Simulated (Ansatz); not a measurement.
Cartesian coordinates in Å:
```
Cl -1.7803 0.7911 -0.9220
Al 0.0000 0.0000 0.0000
Cl 0.1814 -2.0958 -0.4691
Cl 1.7250 1.0551 -0.7460
Cl -0.1261 0.2496 2.1371
```

The species carries charge -1 and has multiplicity 1.

(1) List the r2SCAN/def2-TZVPPD orbital energies in eV (Ansatz 0.2.0). (Estimate.)

Answers

(1) The calculation gave: Occupied: -2748.61, -2748.61, -2748.61, -2748.61, -1514.25, -250.01, -250.02, -250.01, -250.01, -188.51, -188.51, -188.51, -188.51, -188.43, -188.43, -188.43, -188.43, -188.43, -188.43, -188.43, -188.43, -107.54, -67.74, -67.74, -67.74, -16.91, -16.36, -16.36, -16.36, -7.08, -5.33, -5.33, -5.33, -4.15, -4.15, -3.96, -3.96, -3.96, -3.41, -3.41, -3.41. Lowest empty: 3.21, 3.96, 3.96, 3.96, 4.59, 4.59, 4.76, 4.76.
